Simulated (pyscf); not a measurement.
# Routes from H₃C–CH(F)–F + Cl•

Candidate steps break at most two bonds and form at most two. Each was searched with GFN2-xTB (tblite) first. Optimised with ωB97X-D3(BJ)/def2-SVP in PySCF. Energies: ωB97M-D3(BJ)/def2-TZVP, kcal/mol, from the separated reactants, doublet surface; ΔG‡ with ideal gas, 1 atm, RRHO with modes under 100 cm⁻¹ raised to 100, one conformer, R ln 2 for chiral ones without a mode under 150 cm⁻¹.

| products | type | ΔE‡ | ΔE | ΔG‡ 298 K | ΔG‡ 900 K | ν‡ (cm⁻¹) |
|---|---|---|---|---|---|---|
| H₃C–C•(F)–F + HCl | hydrogen abstraction | 1.6 | +0.8 | 3.9 | 17.6 | 875i |
| F–CH(F)–Cl + CH₃• | substitution at C | 65.3 | +14.1 | 70.6 | 85.1 | 628i |

Plain bond fissions and candidates not yet searched are not listed, and one of them may be faster. Each barrier is that of the saddle found; lower ones may exist. Left out: orbital degeneracy and the spin-orbit lowering of Cl.
